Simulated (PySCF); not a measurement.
One of the candidates below gave these computed data.

All candidates are C4H8O.

- Triplet: lowest triplet excitation (Tamm–Dancoff): 4.28 eV [TDA PBE0/def2-SVPD]
- 13C NMR: chemical shifts (computed TMS as zero) by class: 142.1 (1 C), 132.1 (1 C), 65.4 (1 C), 16.7 (1 C) ppm [GIAO PBE0/pcSseg-1]
- 1H NMR: chemical shifts (computed TMS as zero) by class: 5.81 (1 H), 5.75 (1 H), 4.70 (2 H), 1.69 (3 H), 0.26 (1 H) ppm [GIAO PBE0/pcSseg-1]
- UV, first state: lowest singlet excitation: 6.60 eV (188 nm, f = 0.085) [TDDFT PBE0/def2-SVPD]
- Polarisability: 55.5 au [PBE0/def2-SVPD]
- UV, strongest line: among the 6 lowest singlet transitions: S4 at 7.20 eV (172 nm, f = 0.110) [TDDFT PBE0/def2-SVPD]
- Rotational structure: rotational constants A, B, C: 15.164, 2.489, 2.221 GHz [GFN2-xTB]
- Dipole: 1.83 D [PBE0/def2-SVPD]
- NMR, other nuclei: isotropic shieldings of nuclei other than C and H, by class: 302 (1 O) ppm [GIAO PBE0/pcSseg-1]

Gas-phase values; electronic properties from PySCF, density fitting. Levels stand in brackets. The structure is a single GFN2-xTB conformer in the gas phase; no vibrational or solvent corrections. NMR classes are plain means over equivalent atoms (diastereotopic ones count apart unless rotation or inversion swaps them), as if these changed places fast.

Question: Which candidate is it?
A. `OC1CCC1` (cyclobutanol)
B. `C=C[C@@H](C)O` (3-buten-2-ol)
C. `C/C=C\CO` ((Z)-2-buten-1-ol)

Answer: C. It is `C/C=C\CO`. Numbering: `[CH3:1]/[CH:2]=[CH:3]\[CH2:4][OH:5]`. Its formula, C4H8O, gives 1 degree of unsaturation: 0 rings and 1 π bond in the structure found. 4 carbons fall into 4 classes; from least to most shielded: alkene CH carbon [C3] (142.1 ppm), alkene CH carbon [C2] (132.1 ppm), carbinol carbon (C–OH) [C4] (65.4 ppm), allylic carbon [C1] (16.7 ppm). Hydrogen classes from least to most shielded: 1 H on an alkene CH carbon, C3 (5.81 ppm), 1 H on an alkene CH carbon, C2 (5.75 ppm), 2 H on a carbinol carbon (C–OH), C4 (4.70 ppm), 3 H on an allylic carbon, C1 (1.69 ppm), 1 H on an alcohol oxygen, O5 (0.26 ppm). The other shieldings belong to: 302 ppm, alcohol oxygen [O5]. The optimised geometry has point group C1 and is an asymmetric top.

The others, at the same levels:
- `OC1CCC1` fails: it has 3 carbon classes against 4; its computed 13C shifts are 69.9 (1 C), 32.6 (2 C), 12.0 (1 C) ppm, 1H shifts are 4.54 (1 H), 2.30 (2 H), 2.06 (2 H), 1.81 (1 H), 1.63 (1 H), 0.63 (1 H) ppm and rotational constant A is 9.966 GHz (against 15.164 GHz).
- `C=C[C@@H](C)O` fails: its computed 13C shifts are 152.8 (1 C), 116.4 (1 C), 72.6 (1 C), 27.5 (1 C) ppm, 1H shifts are 6.29 (1 H), 5.56 (1 H), 5.44 (1 H), 4.41 (1 H), 1.19 (3 H), 0.04 (1 H) ppm and lowest singlet excitation is 6.85 eV (181 nm, f = 0.052) (against 6.60 eV).

Each candidate is one conformer, not necessarily the lowest. Dipoles, sizes and rotational constants follow the conformer. The torsions of the flexible species, by atom-mapped SMILES:
- `[CH3:1]/[CH:2]=[CH:3]\[CH2:4][OH:5]`: C2–C3–C4–O5 -167°, H–O5–C4–C3 56°
- `[OH:1][CH:2]1[CH2:3][CH2:4][CH2:5]1`: H–O1–C2–C3 68°
- `[CH2:1]=[CH:2][C@@H:3]([CH3:4])[OH:5]`: C1–C2–C3–C4 -128°, H–O5–C3–C2 -61°
